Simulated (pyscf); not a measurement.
## 1,1-elimination: H₃C–CH₂–O–SiH₃ → H₃C–CH₂–OH + SiH₂ [singlet]

Gas phase, singlet surface, charge 0. Bonds broken: O3–Si4, Si4–H10. Bonds formed: O3–H10. PySCF, gas phase, ωB97X-D3(BJ)/def2-SVP geometries. MP2 and CC: frozen core, UHF for open shells. ΔMP2 is the change of the MP2 total energy from the triple- to the quadruple-zeta basis.

Transition state (Å):

```xyz
12

C      0.6812     0.9103    -0.6836
C     -0.6006     1.6568    -0.3700
O     -1.3087     0.9935     0.6774
Si    -3.0802     1.5262     1.0388
H      1.3140     0.8400     0.2139
H      1.2463     1.4318    -1.4722
H      0.4612    -0.1108    -1.0320
H     -1.2436     1.7317    -1.2681
H     -0.3959     2.6884    -0.0313
H     -2.3108     0.2878     0.3256
H     -3.1485     2.8690     0.3657
H     -3.0752     1.8579     2.5015
```

One imaginary mode, 1599i cm⁻¹; descent along it reached the two sides named, in the forms told below.

| bond | change | reactant side (Å) | saddle | product side |
|---|---|---|---|---|
| O3–Si4 | breaks | 1.664 | 1.885 | 2.014 |
| Si4–H10 | breaks | 1.495 | 1.623 | 2.523 |
| O3–H10 | forms | 2.6 | 1.275 | 0.967 |

Electronic energies relative to the reactant's lowest minimum found (kcal/mol):

```csv
level,barrier,reaction energy,reverse barrier
ωB97X-D3(BJ)/def2-TZVP,80.7,+81.1,-0.4
PBE/def2-TZVP,67.2,+74.0,-6.8
r²SCAN/def2-TZVP,73.7,+81.6,-7.8
B3LYP-D3(BJ)/def2-TZVP,76.4,+77.1,-0.7
PBE0-D3(BJ)/def2-TZVP,74.9,+78.3,-3.4
M06-2X/def2-TZVP,79.2,+78.2,1.0
ωB97M-D3(BJ)/def2-TZVP,77.8,+75.7,2.2
HF/def2-TZVP,97.6,+75.9,21.7
MP2/def2-QZVPP,78.7,+81.6,-2.9
CCSD/def2-TZVPP,81.6,+74.4,7.2
CCSD(T)/def2-TZVPP,78.1,+75.2,2.9
CCSD(T)/def2-TZVPP + ΔMP2(QZVPP),78.3,+76.2,2.1
```

With CCSD(T)/def2-TZVPP + ΔMP2(QZVPP) energies and thermal terms (ideal gas, 1 atm, RRHO with modes under 100 cm⁻¹ raised to 100, one conformer, R ln 2 for chiral ones without a mode under 150 cm⁻¹), in kcal/mol:

```tsv
T (K)	ΔH‡	ΔG‡	ΔH	ΔG
298	75.9	75.9	+74.8	+63.4
600	75.8	75.9	+74.5	+51.9
900	75.5	76.0	+73.6	+40.8
1200	75.1	76.2	+72.5	+30.0
```

On the product side the descent ends in an adduct with a O–Si contact, 24.5 kcal/mol under the separated species and 24.2 kcal/mol under the saddle at ωB97X-D3(BJ)/def2-TZVP. At ωB97X-D3(BJ)/def2-TZVP, PBE, r²SCAN, B3LYP-D3(BJ), PBE0-D3(BJ), MP2 the saddle lies under the separated products, which points to a path from their complex (located at ωB97X-D3(BJ) alone), and parting the products costs more than the saddle. What is counted as broken (O–Si) persists as a longer contact in the product adduct; parting that adduct is a step of its own. H₃C–CH₂–O–SiH₃ lies 18.1 kcal/mol over its isomer H₃C–CH₂–SiH₂–OH (electronic energy, ωB97M-D3(BJ)/def2-TZVP). One saddle was located; it need not be the lowest between these sides. The CCSD(T) − MP2 part came from Ansatz, without density fitting, on the same reference.
